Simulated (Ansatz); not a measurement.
System: α-N2. Method: rVV10 (PAW; Ansatz, an electronic-structure program).

Run with plane-wave cutoff 520 eV, 6×6×6 k mesh, Fermi–Dirac smearing 0.01 eV, scalar-relativistic PAW data made under PBE.

Shape and atoms are relaxed at each volume.

Pressure at four volumes; x = ln(V/20.273 Å³). One pressure is withheld.

```tsv
V (Å³/atom)	x	P (GPa)
19.462	-0.0408	?
19.867	-0.0202	0.082
20.273	0.0000	0.001
21.084	0.0392	-0.133
```

Problem. Pass a parabola P(x) through the three rows shown, estimate the bulk modulus and its pressure derivative near zero pressure, and predict the withheld pressure.

Solution. Slopes between the rows: (0.001 − (0.082))/(0.0000 − (-0.0202)) = -4.01 and (-0.133 − (0.001))/(0.0392 − (0.0000)) = -3.42 GPa. Their difference over the span 0.0594 is c = 0.59/0.0594 = 9.9 GPa, so P(x) = 0.082 + (-4.01)(x − (-0.0202)) + 9.9 (x − (-0.0202))(x − (0.0000)). At the middle row B = −dP/dx = −[-4.01 + 9.9 × 0.0202] = 3.8 GPa, and B′ = dB/dP = 2c/B = 5.2. At x = -0.0408 the parabola gives 0.173 GPa; the run gives 0.185 GPa. The Birch–Murnaghan fit to the energies at all volumes has B0 = 3.84 GPa and B′ = 7.4.

Note: the bulk modulus comes from volumes at which shape and atoms were relaxed.
